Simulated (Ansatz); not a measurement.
hcp Os, treated with PBEsol-D3(BJ) (PAW; Ansatz, a first-principles code).

Numerical settings: plane-wave cutoff 520 eV, 24×24×14 k mesh (along the axes of the cell as run), Fermi–Dirac smearing 0.05 eV, no spin polarisation, scalar-relativistic PAW data made under PBE.

Cell (relaxed at this level):

```cif
data_Os2
_chemical_formula_sum 'Os2'
_space_group_name_H-M_alt 'P63/mmc'
_space_group_IT_number 194
_space_group_name_Hall '-P 6c 2c'
_cell_length_a 2.71174
_cell_length_b 2.71174
_cell_length_c 4.28502
_cell_angle_alpha 90.000
_cell_angle_beta 90.000
_cell_angle_gamma 120.000
loop_
_atom_site_label
_atom_site_type_symbol
_atom_site_symmetry_multiplicity
_atom_site_Wyckoff_symbol
_atom_site_fract_x
_atom_site_fract_y
_atom_site_fract_z
_atom_site_occupancy
Os1 Os 2 c 0.33333 0.66667 0.25000 1
```

### Question
Estimate the bulk modulus and pressure derivative B′ of the bulk modulus that the calculation returns.

### Answer

* **bulk modulus**: 453 GPa
* **pressure derivative B′ of the bulk modulus**: 4.7

The run finds no gap.

Measured, for comparison: bulk modulus 425 GPa (zero-point energy and finite temperature contributions removed; as tabulated in doi:10.1021/acs.jctc.3c00612). Computed (rounded) less measured: bulk modulus +7 %.

Note: the bulk modulus comes from volumes at which shape and atoms were relaxed.

Spin–orbit coupling is not included.

Static lattice: no zero-point or thermal effects.
